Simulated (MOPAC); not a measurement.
MOPAC input (PM7):

```
PM7 FORCE THERMO(298,298) PRECISE LET CHARGE=-1 GEO-OK AUX(PRECISION=9) THREADS=1
C2H2F

C    -0.04418641 1    0.56361739 1   -0.00021558 1
C     1.15315284 1   -0.07140072 1    0.00114580 1
F    -1.12037614 1   -0.25116534 1   -0.00101512 1
H     1.31229357 1   -1.12041232 1    0.00162199 1
H     2.05181213 1    0.49536211 1    0.00184822 1
```

Task: Which zero-point energy does it print?

Result: 18.44 kcal/mol, from the harmonic wavenumbers of PM7.
